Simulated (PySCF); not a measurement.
# C5H11O: the cost of one run

Programs: PySCF 2.14.0, with routines of our own; each step states its level. All values are computed. Atoms count from 0.

### 1 The system as given

17 atoms, charge 0, multiplicity 2; geometry from: GFN2-xTB.

### 2 Open-shell or spin-flip excitations: unrestricted TDA wB97X-D/def2-SVPD

What the job is given:

```
{"job": {"kind": "uabs", "xc": "wB97X-D", "basis": "def2-SVPD", "nstates": 10, "tda": true}, "charge": 0, "multiplicity": 2}
C      2.211342    -0.352839    -0.164617
C      1.207616    -0.453493     0.983282
O      0.200670     0.525741     0.902710
C     -0.755775     0.403420    -0.088696
C     -1.275813    -0.933181    -0.503523
C     -1.626693     1.605860    -0.205071
H      1.711522    -0.510178    -1.117287
H      2.990387    -1.100282    -0.041880
H      2.663967     0.635383    -0.174421
H      1.710705    -0.259695     1.935216
H      0.773002    -1.460503     1.018181
H     -2.100429    -0.787136    -1.195559
H     -0.517435    -1.540246    -1.002326
H     -1.647520    -1.513839     0.350960
H     -1.095921     2.474503     0.174787
H     -1.898897     1.780122    -1.246673
H     -2.557725     1.498391     0.365007
```

Level: unrestricted TDA wB97X-D/def2-SVPD, vertical, gas phase, core orbitals frozen in the response.

On the command line:

```console
$ OMP_NUM_THREADS=1 python excited_run.py task.json out
```

One launch serves the whole session: the jobs run in the order shown.

Q: Estimate the wall time and peak memory of this job on 1 thread of Intel Xeon Platinum 8488C, shared host.

About 65 s, with a peak of 0.78 GiB.
